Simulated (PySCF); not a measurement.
Mapped SMILES: `[CH3:1][C@@H:2]1[CH2:3][P@:4]1([CH3:5])=[O:6]`. Hydrogens are named by the atom that carries them. Ha(C3) is cis to C1 on the ring; Hb(C3) is trans to C1 on the ring.

- geometry: GFN2-xTB
- shieldings: GIAO PBE0/pcSseg-1
- code: PySCF 2.14.0 with density-fitted response routines
- isolated molecule, no relativistic terms, a single conformation, rapidly exchanging positions averaged

Q: List the cross peaks expected in HSQC, COSY and HMBC spectra.

A: 

HSQC (one-bond C–H):
```csv
δH,δC
1.56 (H(C5)),17.6 (C5)
1.55 (H(C1)),14.5 (C1)
1.13 (H(C2)),21.4 (C2)
0.94 (Hb(C3)),18.9 (C3)
0.90 (Ha(C3)),18.9 (C3)
```

COSY cross peaks (H two or three bonds apart, from the bond graph; peaks can be absent where the dihedral angle is near 90°):
```csv
δH,δH
1.55 (H(C1)),1.13 (H(C2))
1.13 (H(C2)),0.94 (Hb(C3))
1.13 (H(C2)),0.90 (Ha(C3))
0.94 (Hb(C3)),0.90 (Ha(C3))
```

HMBC (two and three bonds, from the bond graph):
```csv
δH,δC
1.56 (H(C5)),"21.4 (C2), 18.9 (C3)"
1.55 (H(C1)),"21.4 (C2), 18.9 (C3)"
1.13 (H(C2)),"18.9 (C3), 17.6 (C5), 14.5 (C1)"
0.94 (Hb(C3)),"21.4 (C2), 17.6 (C5), 14.5 (C1)"
0.90 (Ha(C3)),"21.4 (C2), 17.6 (C5), 14.5 (C1)"
```

Scale: $^{1}$H, $^{13}$C vs TMS (reference shieldings calculated alike).

Short H···H contacts in this conformer between protons four or more bonds apart (candidates for NOE cross peaks, intensity ∝ r⁻⁶): H(C1)···Ha(C3) 2.64 Å.

Shifts are as computed. Against solution values, carbons near 30 ppm lie about +3 ppm off and those near 130 ppm about +5 ppm. Of 1211 compounds with measured shifts, 218 miss one by over three times the rms of a fit or turn the order of signals round; such compounds aren't used in these exercises.
